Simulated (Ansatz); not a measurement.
**Bismuth, A7 rhombohedral: convergence with Fermi-Dirac smearing**

Computed with Ansatz, LDA, scalar-relativistic PAW, on the relaxed cell (a = 4.490 Å, c = 11.517 Å (c/a = 2.565); spin not included). Errors count from a run at 420 eV on a Γ-centred 14×14×14 mesh with Fermi-Dirac smearing of 0.1 eV, extrapolated to zero width. Fixed here: cutoff 420 eV, mesh 9×9×9. The SCF starts from atomic densities corrected by a trained network.

```
width (eV)  E(σ→0) error (meV/atom)  F error (meV/atom)  P (GPa)  SCF iterations
      0.01                     -5.9                -5.9    -0.01               6
      0.03                     -5.9                -6.1    -0.01               6
       0.1                     -5.4                -8.0     0.00               6
       0.2                      0.8               -20.7     0.08               6
       0.6                     45.2              -276.7     1.61               7
       1.0                     82.0              -876.8     4.62               7
```

Q: What does the run at 0.3 give (width)?

A: E(σ→0) error (meV/atom): 11.0; F error (meV/atom): -52.5; P (GPa): 0.28; SCF iterations: 7.
